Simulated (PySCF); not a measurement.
Published values to compare with (the computed states carry no symmetry labels, so the two lists aren't matched line by line):

| state | E (eV) | f | kind of transition | source |
| --- | --- | --- | --- | --- |
| 3B3u(n→π*) | 3.33 |  | band maximum or as reported | [1] |
| 3B3u(n→π*) | 3.59 |  | vertical absorption | [2] |
| 1B3u(n→π*) | 3.93 |  | band maximum or as reported | [1] |
| 3B1u(π→π*, first) | 4.04 |  | band maximum or as reported | [1] |
| 1B3u(n→π*) | 4.14 |  | vertical absorption | [3] |
| 1B3u(n→π*) | 4.15 | 0.006 | vertical absorption | [2] |
| 1B3u(n→π*) | 4.25 |  | vertical absorption | [4] |
| 3B1u(π→π*) | 4.35 |  | vertical absorption | [2] |
| 3B2u(π→π*) | 4.39 |  | vertical absorption | [2] |
| 1B2u(π→π*) | 4.81 |  | band maximum or as reported | [1] |
| 3Au(n→π*) | 4.93 |  | vertical absorption | [2] |
| 1Au(n→π*) | 4.97 |  | vertical absorption | [3] |
| 1Au(n→π*) | 4.98 |  | vertical absorption | [2] |
| 1B2u(π→π*) | 4.99 |  | vertical absorption | [3] |
| 1B2u(π→π*) | 5.02 | 0.078 | vertical absorption | [2] |
| 1B2u(π→π*) | 5.02 |  | vertical absorption | [4] |
| 1Au(n→π*) | 5.05 |  | vertical absorption | [4] |
| 3B2g(n→π*) | 5.08 |  | vertical absorption | [2] |
| 3B1u(π→π*) | 5.28 |  | vertical absorption | [2] |
| 1B2g(n→π*) | 5.68 |  | vertical absorption | [3] |
| 1B2g(n→π*) | 5.71 |  | vertical absorption | [2] |
| 1B2g(n→π*) | 5.74 |  | vertical absorption | [4] |
| 1B1u(π→π*, first) | 6.51 |  | band maximum or as reported | [1] |
| 1Ag(n→3s) | 6.65 |  | vertical absorption | [2] |
| 1Ag(n→3s) | 6.66 |  | vertical absorption | [3] |
| 1B1g(n→π*) | 6.70 |  | vertical absorption | [3] |
| 1B1g(n→π*) | 6.74 |  | vertical absorption | [2] |
| 1B1g(n→π*) | 6.76 |  | vertical absorption | [4] |

[1] measured, gas; Loos, Lipparini, Boggio-Pasqua, Scemama, Jacquemin (2019), arXiv:1912.04173, literature columns
[2] computed, theoretical best estimate (aug-cc-pVTZ, frozen core, CC3 geometry), gas; Veril, Scemama, Caffarel, Lipparini, Boggio-Pasqua, Jacquemin, Loos, WIREs Comput. Mol. Sci. 2021, 11, e1517 (QUESTDB)
[3] computed, theoretical best estimate (aug-cc-pVTZ), revised with CC4, gas; Loos, Lipparini, Matthews, Blondel, Jacquemin, revising reference values with EOM-CC4 (2022), arXiv:2204.11658
[4] computed, CC3/TZVP, gas; arXiv:2401.06101 (2024), CC3 reference column of Thiel's set

Pyrazine, C4H4N2.
Numbering: `[cH:1]1[cH:2][n:3][cH:4][cH:5][n:6]1` (hydrogens: H7 on C1; H8 on C2; H9 on C4; H10 on C5)

Method: TDDFT PBE0/def2-SVPD, vertical, gas phase, core orbitals frozen in the response (PySCF 2.14.0, density-fitted response routines). Isolated species at its PBE0-D3(BJ)/def2-SVP geometry, gas phase.

Computed singlets: 3.96 eV (f 0.005); 4.64 eV (f 0.000); 5.54 eV (f 0.104); 5.66 eV (f 0.000); 6.47 eV (f 0.000); 6.63 eV (f 0.082); 7.09 eV (f 0.000); 7.65 eV (f 0.052); 7.77 eV (f 0.000); 7.78 eV (f 0.000). Computed triplets (Tamm–Dancoff): 3.24, 4.22, 4.29, 4.50 eV.

Task: How does the lowest computed singlet compare with the best estimate listed for the lowest singlet (vertical absorption)?

Result: 3.96 eV against 4.14 eV for 1B3u(n→π*) [3]: a difference of -0.18 eV. Geometry and basis of the two calculations needn't be the same.

Task: How does the lowest computed triplet compare with the best estimate listed for the lowest triplet (vertical absorption)?

Result: 3.24 eV against 3.59 eV for 3B3u(n→π*) [2]: a difference of -0.35 eV. Geometry and basis of the two calculations needn't be the same.

Note on [3]: revises the 2021 QUESTDB value.

A measured band maximum holds vibronic effects and, in solution, solvent shifts, so it needn't equal the vertical energy.

The vertical ionisation energy (ΔSCF) is 9.50 eV, 1.72 eV above S10.

Time: 40 s of wall time. Hardware: one thread, Arm Neoverse V1, on a shared host.
